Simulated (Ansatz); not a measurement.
# Which method gave which barrier?

Saddle point of AlNH6, singlet (AlH₃ + NH₃ → AlNH₄ ([NH2][AlH2]) + H₂; bonds formed: H2–H5; dative contacts that become bonds: Al1–N6; bonds broken: Al1–H2, H5–N6), PBE0-D4/def2-TZVP structure:

Al1  (-0.757, -0.216, -0.487)
H2  (0.192, 1.243, -0.987)
H3  (-0.587, -1.294, -1.636)
H4  (-2.143, 0.305, 0.077)
H5  (0.654, 0.841, -0.191)
N6  (0.664, -0.182, 0.774)
H7  (1.447, -0.818, 0.721)
H8  (0.530, 0.122, 1.728)
(Å)

Ansatz 0.2.0; basis: def2-TZVPP, with def2-QZVPP for the basis limit; cores frozen in the correlated methods. Extrapolation: Hartree–Fock as exp(−7.88 √X), correlation as X^−2.97. Four methods, as single points on the PBE0-D4 structures, gave these electronic barriers from the start structure: 109.3, 116.3, 131.9, 178.5 kJ/mol.

Question: The methods were, in alphabetical order, HF, MP2, PBE-D4, r2SCAN-D4. Which gave which? (Judge from chemistry; the calculation decides.)

Answer: Computed: PBE-D4 109.3; r2SCAN-D4 116.3; MP2 131.9; HF 178.5 kJ/mol. For comparison, CCSD(T) at an estimated basis limit (MP2 extrapolated from triple and quadruple zeta, plus CCSD(T) − MP2 in triple zeta) gives 133.7 kJ/mol.

The T1 diagnostic stays at or below 0.011.

The step is the kind of exchange with an N–H group that builds nitride films in atomic layer and chemical vapour deposition.

Labels in which every atom is bracketed show which atoms are joined, not bond orders.

For scale, one of the runs: CCSD(T)/def2-TZVPP, 157 basis functions, launched by `ansatz run in.yaml --threads 2 --pin off --events-out ev --progress --plain --max-ram 4352MiB`. Hardware: 2 CPU threads of an Intel Xeon 6975P-C, shared host. Wall time 5.5 s; peak host memory 1.2 GiB.
